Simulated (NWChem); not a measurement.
System: carbon disulfide (CS2); SMILES C(=S)=S

The following NWChem deck was run.

```
start job
memory heap 200 mb stack 900 mb global 1100 mb
geometry units angstroms noautosym nocenter noautoz
  S     -1.561813     0.057342     0.017243
  C      0.000009     0.000204     0.000000
  S      1.561824    -0.057210    -0.017243
end
basis spherical
  * library def2-svp
end
dft
  xc pbe0
  iterations 150
end
cosmo
  dielec 37.5
end
task dft energy
```

Parts of the log:

```
             Northwest Computational Chemistry Package (NWChem) 7.3.0
             --------------------------------------------------------

                             Geometry "geometry" -> ""
                             -------------------------

 Output coordinates in angstroms (scale by  1.889725989 to convert to a.u.)

  No.       Tag          Charge          X              Y              Z
 ---- ---------------- ---------- -------------- -------------- --------------
    1 S                   16.0000    -1.56181300     0.05734200     0.01724300
    2 C                    6.0000     0.00000900     0.00020400     0.00000000
    3 S                   16.0000     1.56182400    -0.05721000    -0.01724300

 Effective nuclear repulsion energy (a.u.)     108.3433616810

                                 NWChem DFT Module
                                 -----------------

 Summary of "ao basis" -> "ao basis" (spherical)
 ------------------------------------------------------------------------------
       Tag                 Description            Shells   Functions and Types
 ---------------- ------------------------------  ------  ---------------------
 S                          def2-svp                 8       18   4s3p1d
 C                          def2-svp                 6       14   3s2p1d

 in cosmo_initialize ...

 solvent parameters
 solvname_short: unkn
 solvname_long:  unknown
 dielec:       37.5000

          ---------------
          -cosmo- solvent
          ---------------
 Cosmo: York-Karplus, doi: 10.1021/jp992097l
 dielectric constant -eps-     =  37.50
 screen = (eps-1)/(eps    )    =   0.97333
 surface charge correction     = lagrangian

   van der Waals surface
 --------------------------

[...]

                                   COSMO solvation results
                                   -----------------------

                 gas phase energy =      -833.887918031213
                 sol phase energy =      -833.888335161397
 (electrostatic) solvation energy =         0.000417130185 (    0.26 kcal/mol)

                       DFT Final Molecular Orbital Analysis
                       ------------------------------------

 Vector   17  Occ=2.000000D+00  E=-4.058854D-01
              MO Center= -4.3D-05,  1.6D-04,  1.5D-05, r^2= 2.2D+00
   Bfn.  Coefficient  Atom+Function         Bfn.  Coefficient  Atom+Function
  ----- ------------  ---------------      ----- ------------  ---------------
    23      0.340976  2 C  py                24      0.219568  2 C  pz
    12      0.215154  1 S  py                44      0.215136  3 S  py
     9      0.204061  1 S  py                41      0.204044  3 S  py
    26      0.198766  2 C  py                13      0.138541  1 S  pz
    45      0.138530  3 S  pz                10      0.131401  1 S  pz

 Vector   18  Occ=2.000000D+00  E=-2.871936D-01
              MO Center=  4.0D-05,  7.5D-05, -5.4D-06, r^2= 3.7D+00
   Bfn.  Coefficient  Atom+Function         Bfn.  Coefficient  Atom+Function
  ----- ------------  ---------------      ----- ------------  ---------------
    12      0.361041  1 S  py                44     -0.361042  3 S  py
    13     -0.300856  1 S  pz                45      0.300862  3 S  pz
     9      0.260370  1 S  py                41     -0.260371  3 S  py
    10     -0.216968  1 S  pz                42      0.216971  3 S  pz
     6      0.146410  1 S  py                38     -0.146411  3 S  py

 Vector   19  Occ=2.000000D+00  E=-2.871910D-01
              MO Center=  4.0D-05,  7.3D-05,  4.7D-06, r^2= 3.7D+00
   Bfn.  Coefficient  Atom+Function         Bfn.  Coefficient  Atom+Function
  ----- ------------  ---------------      ----- ------------  ---------------
    13      0.361137  1 S  pz                45     -0.361141  3 S  pz
    12      0.300529  1 S  py                44     -0.300530  3 S  py
    10      0.260442  1 S  pz                42     -0.260445  3 S  pz
     9      0.216733  1 S  py                41     -0.216733  3 S  py
     7      0.146450  1 S  pz                39     -0.146452  3 S  pz

 Vector   20  Occ=0.000000D+00  E=-6.769397D-02
              MO Center=  2.0D-05,  1.3D-04, -2.4D-05, r^2= 3.1D+00
   Bfn.  Coefficient  Atom+Function         Bfn.  Coefficient  Atom+Function
  ----- ------------  ---------------      ----- ------------  ---------------
    27     -0.481843  2 C  pz                13      0.451372  1 S  pz
    45      0.451379  3 S  pz                24     -0.439661  2 C  pz
    26      0.267792  2 C  py                12     -0.250859  1 S  py
    44     -0.250864  3 S  py                23      0.244353  2 C  py
    10      0.203725  1 S  pz                42      0.203727  3 S  pz

 Vector   21  Occ=0.000000D+00  E=-6.768778D-02
              MO Center=  2.2D-05,  1.6D-04,  2.3D-05, r^2= 3.1D+00
   Bfn.  Coefficient  Atom+Function         Bfn.  Coefficient  Atom+Function
  ----- ------------  ---------------      ----- ------------  ---------------
    26     -0.481419  2 C  py                12      0.450988  1 S  py
    44      0.450996  3 S  py                23     -0.439312  2 C  py
    27     -0.267754  2 C  pz                13      0.250827  1 S  pz
    45      0.250831  3 S  pz                24     -0.244331  2 C  pz
     9      0.203548  1 S  py                41      0.203552  3 S  py

[...]
```

Level: PBE0/def2-SVP, COSMO on the gas-phase geometry. All runs use the structure optimised with B3LYP/6-31G* (spherical d). COSMO prints the solvation energy as gas minus solution, so a positive value is a stabilisation.
